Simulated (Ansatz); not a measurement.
Bulk modulus of elemental metals

Method: PBEsol in Ansatz (PAW). References are measured values corrected to a static lattice. The table is a random draw of 6 from 35 solids with such references.

Values in GPa.

| solid | reference | PBEsol | error (%) |
|---|---|---|---|
| hcp Zn | 69.7 (64.7–69.7) | 81.8 | +17.4 |
| bcc V | 161 | 197 | +22 |
| hcp Tl | 37.4¶ | 36.0 | -3.7 |
| hcp Os | 425 | 431 | +1.4 |
| bcc Na | 7.9 | 7.88 | -0.3 |
| hcp Co | 193 | 242 | +25 |

Over these 6 solids the mean error is +10.4 %, the mean absolute error 11.8 % (median 10.6 %), and the worst case hcp Co at +25 %; the value is above the reference in 4 of 6 cases. Over all 35, from unrounded values, the mean error is +5.7 % and the mean absolute error 6.8 % (median 4.2 %).

All these references are brought to a static lattice.

Spin–orbit coupling is left out, also for the solids with elements from indium on (hcp Tl, hcp Os); its size isn't shown.

¶ marks references of a special kind: hcp Tl, 37.4 GPa (measured, copied from a table, unchecked, extrapolated to 0 K and zero-point effects removed; as tabulated in Lejaeghere et al. (2013), arXiv:1204.2733).

In Ansatz's fits of the non-cubic solids, shape and atoms are relaxed at each volume.

Brackets give the range of the sources taken for a reference, where it is wide; it can hold other temperatures.

Differences are worked out from the printed values.

Each level is taken at its own relaxed cell. Ansatz's density-functional and Hartree–Fock values are scalar-relativistic unless marked +SOC, with PAW data made under PBE.

Ansatz's runs of these crystals have no spin polarisation, but for hcp Co.

Density-functional runs with spin start from parallel moments for hcp Co.

Not in this set, of the elemental metals with a reference value in our tables and a result at some level: 6 for sources at odds; 3 for a reference at room or unstated temperature. These can be a level's best or worst cases. Solids without a released value at any level aren't counted. Layered and molecular crystals are counted apart. The metals Ce to Yb are counted apart.

References as tabulated in doi:10.1021/acs.jctc.3c00612; Levämäki et al. (2014), arXiv:1402.3671; Lejaeghere et al. (2013), arXiv:1204.2733; Mejia-Rodriguez and Trickey (2018), arXiv:1807.09216.

Ansatz is a program for electronic structure.
